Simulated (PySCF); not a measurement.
A run for PySCF: R-B3LYP/6-31G* on H2O (SMILES O) with ghost functions.

```python
from pyscf import gto, scf, dft, mp
from pyscf.data.elements import chemcore

mol = gto.M(
    atom='''
    O     1.69815711    0.03680897   -0.00515402
    H     2.07477811   -0.40157103    0.76096998
    H     2.07042111   -0.43940403   -0.75055602
    ghost-O   -1.77585989   -0.04164503    0.00545798
    ghost-H   -2.09585689    0.86119097   -0.01597302
    ghost-H   -0.81614289    0.05653597    0.00073498
    ''',
    basis='6-31g*',
    cart=True,
    charge=0, spin=0, verbose=3, max_memory=1800)
mf = dft.RKS(mol, xc='b3lyp')
mf.conv_tol = 1e-8
mf.max_cycle = 100
mf.kernel()
if not mf.converged:
    mf = mf.newton().run(mf.mo_coeff, mf.mo_occ)
```

The log:

```
converged SCF energy = -76.4105441303205
```

Self-consistency was reached.

Cost: very roughly 0.5 core-seconds.
